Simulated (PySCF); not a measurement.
## Spectroscopy problems

Method: structure optimised with GFN2-xTB, PBE0/pcSseg-1 with gauge-including orbitals, B3LYP/pcJ-1 coupling constants, in PySCF 2.14.0 with density-fitted response routines (gas phase, no relativistic terms, rapidly exchanging positions averaged, single conformer).

δ = σ(ref) − σ, references computed at the same level: 1H, 13C vs TMS. Multiplet labels drop J under 1 Hz and among equivalent protons, and merge close values. Unscaled 3J(H,H) run several per cent high. Where no couplings were computed, multiplicities follow the n + 1 count of equivalent neighbours, and m marks all less simple cases (inequivalent or close neighbours, rings, F or P nearby). Shifts are as computed. Against solution values, carbons near 30 ppm lie about +3 ppm off and those near 130 ppm about +5 ppm. Of 1211 compounds with measured shifts, 218 miss one by over three times the rms of a fit or turn the order of signals round; such compounds aren't used in these exercises. OH and NH positions are gas-phase values without hydrogen bonding to other molecules.

Task: C$_{5}$H$_{10}$O. 1H NMR (600 MHz, computed): δ 9.81 (s, 1H), 1.04 (s, 9H). 13C{1H} NMR (computed): δ 211.2 (CH), 44.5 (C), 24.8 (CH3). What is it?

Result: SMILES O=CC(C)(C)C. The formula gives 1 degree of unsaturation (no ring in the answer). 3 carbon signals for 5 carbons: some carbons are equivalent by symmetry or fast rotation. Carbon types of the structure: 1 × C, 1 × CH, 3 × CH3, which accounts for all hydrogens. δC 211.2: aldehyde carbonyl carbon; the double bond to the heteroatom, with no lone-pair donor beside it, deshields it most. δC 44.5: quaternary sp3 carbon α to a carbonyl; α to the electron-withdrawing carbonyl group. δC 24.8: methyl carbon; aliphatic region, no heteroatom directly attached. δH 9.81: hydrogen on an aldehyde carbonyl carbon; deshielded by the polar, anisotropic C=O bond.

The data come from this structure; uniqueness wasn't tested.

Task: C$_{5}$H$_{10}$O. 1H NMR (500 MHz, computed): δ 5.43 (m, 1H), 5.30 (m, 1H), 4.40 (s, 2H), 1.99 (q, 2H), 1.09 (t, 3H), 0.10 (br s, 1H). 13C{1H} NMR (computed): δ 164.1 (C), 112.4 (CH2), 68.5 (CH2), 31.3 (CH2), 19.0 (CH3). Identify the compound.

Result: `C=C(CC)CO`. The formula gives 1 degree of unsaturation (no ring in the answer). 5 carbon signals for 5 carbons: no two carbons are equivalent. Carbon types of the structure: 1 × C, 3 × CH2, 1 × CH3, leaving 1 H on heteroatoms. δC 164.1: fully substituted alkene carbon; the olefinic region. δC 112.4: terminal =CH2 carbon; as expected for a trigonal carbon in a double bond. δC 68.5: allylic sp3 CH2 bonded to O; the inductive effect lowers its shielding. δH 1.99: hydrogen on an allylic sp3 CH2; allylic position.

The shifts were computed for this structure.

Task: C$_{3}$H$_{4}$O. 1H NMR (500 MHz, computed): δ 2.61 (q, J = 8.1 Hz, 1H), 1.74 (d, J = 8.1 Hz, 3H). 13C{1H} NMR (computed): δ 204.8, 12.3, 7.1. Give a structure.

Result: methylketene (SMILES CC=C=O). Rings plus π bonds: 2 (no ring in the answer). 3 carbon signals for 3 carbons: no two carbons are equivalent. Carbon types of the structure: 1 × C, 1 × CH, 1 × CH3, which accounts for all hydrogens. δC 204.8: central carbon of a ketene. δC 7.1: allylic methyl carbon; aliphatic region, no heteroatom directly attached. δH 2.61: hydrogen on a terminal carbon of a ketene. δH 1.74: hydrogen on an allylic methyl carbon; allylic position. The protons at 1.74 and 2.61 share a coupling of 8.1 Hz (vicinal).
